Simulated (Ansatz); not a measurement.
**C2H3ClO: one species, many methods**

How much do the methods differ for C2H3ClO? The plan is to run it at one geometry with functionals of several rungs and with coupled cluster. The yardstick is the atomisation energy at the CCSD(T) limit.

Method: functionals in def2-TZVPP, the program's frozen cores in correlated methods; program: Ansatz 0.2.0, Gaussian basis.

Plan: LDA (SPW92), PBE-D4, revPBE-D4, BLYP-D4, r2SCAN-D4, B97M-V, PBE0-D4, B3LYP-D4, r2SCANh-D4, r2SCAN0-D4, HSE06-D4, BHLYP-D4, CAM-B3LYP-D4, LC-ωPBE, ωB97X-V, ωB97M-V, B2PLYP, PBE-QIDH; CCSD(T)/def2-SVP; CCSD(T)/def2-TZVPP; MP2/def2-QZVPP; extrapolation to the limit; RPA on PBE.

### Step 1. The geometry

An earlier PBE0-D4 in a triple-zeta def2 set relaxation fixed the geometry.

SMILES `C=C(O)Cl`, 7 atoms, charge 0, spin multiplicity 1.

Atoms are counted from 1 here; the program's logs count them from 0.

Bond lengths: C1–C2 1.327 Å, C1–H5 1.078 Å, C1–H6 1.083 Å, C2–O3 1.343 Å, C2–Cl4 1.717 Å, O3–H7 0.964 Å. Angles: C2–C1–H5 120.8°, C2–C1–H6 120.4°, H5–C1–H6 118.8°, C1–C2–O3 127.4°, C1–C2–Cl4 122.4°, O3–C2–Cl4 110.2°, C2–O3–H7 108.5°.

### Step 2. LDA

This LDA is Slater exchange with PW92 correlation.

in.yaml reads:

```yaml
crystal:
  periodic: [false, false, false]
  atoms:
    - {symbol: C, position_ang: [-0.186134, 0.387738, 0.792240]}
    - {symbol: C, position_ang: [-0.211147, -0.170079, -0.411289]}
    - {symbol: O, position_ang: [0.833861, -0.633752, -1.116763]}
    - {symbol: Cl, position_ang: [-1.667887, -0.392808, -1.292216]}
    - {symbol: H, position_ang: [-1.095577, 0.724672, 1.263253]}
    - {symbol: H, position_ang: [0.752009, 0.512559, 1.319748]}
    - {symbol: H, position_ang: [1.636177, -0.496431, -0.600673]}
basis:
  gaussian: {orbitals: def2-TZVPP}
hamiltonian: {xc: lda}
output: {orbitals: {seedname: orbitals}}
```

Launch:

```
ansatz run in.yaml --threads 2 --pin off --events-out ev --progress --plain --max-ram 4352MiB
```

Further steps of the session: PBE-D4 (GGA); revPBE-D4 (GGA); BLYP-D4 (GGA); r2SCAN-D4 (meta-GGA); B97M-V (meta-GGA); B3LYP-D4 (hybrid); r2SCANh-D4 (hybrid); r2SCAN0-D4 (hybrid); HSE06-D4 (hybrid); BHLYP-D4 (hybrid); CAM-B3LYP-D4 (range-separated); LC-ωPBE (range-separated); ωB97X-V (range-separated); ωB97M-V (range-separated); B2PLYP (double hybrid); PBE-QIDH (double hybrid); CCSD(T) in def2-SVP; CCSD(T) in def2-TZVPP; MP2 in def2-QZVPP; RPA on PBE orbitals.

**Question.** What will the summary of the whole plan be? Wanted: atomisation energy, CCSD(T)/CBS; farthest beyond LDA; mean size of error, GGA; mean size of error, meta-GGA; mean size of error, hybrid; mean size of error, range-separated; mean size of error, double hybrid; gap, smallest and largest; T1 diagnostic.

As calculated:

| quantity | value |
| --- | --- |
| atomisation energy, CCSD(T)/CBS | 28.004 eV |
| functionals within 0.140 eV (0.5 %) | BLYP-D4, B97M-V, B3LYP-D4, r2SCANh-D4, CAM-B3LYP-D4, LC-ωPBE, ωB97X-V, PBE-QIDH |
| farthest beyond LDA | BHLYP-D4 (-1.277 eV) |
| mean size of error, GGA | 0.510 eV |
| mean size of error, meta-GGA | 0.175 eV |
| mean size of error, hybrid | 0.407 eV |
| mean size of error, range-separated | 0.060 eV |
| mean size of error, double hybrid | 0.193 eV |
| gap, smallest and largest | 5.09 eV (LDA (SPW92)), 12.38 eV (LC-ωPBE) |
| T1 diagnostic | 0.0114 |
| triples share of the correlation energy | 4.2 % |

In words: LDA overbinds by 5.107 eV (18 %). PBE-D4 is off by +1.142 eV. Double hybrids carry the basis error of their MP2 part in triple zeta, and no dispersion term here, so their miss is partly the set-up's. By mean error the best rung here is range-separated (0.060 eV) and the worst beyond LDA is GGA (0.510 eV). The reference freezes the cores and leaves out relativity and excitations past (T), so misses under about 0.140 eV can't be ranked. Hartree-Fock recovers 69 % of the binding; the rest is correlation. CCSD(T) in def2-SVP is off by -1.565 eV, so the small basis spoils what the method gains. The gap grows from 5.1 to 12.4 eV across the functionals, mostly with the share of exact exchange.
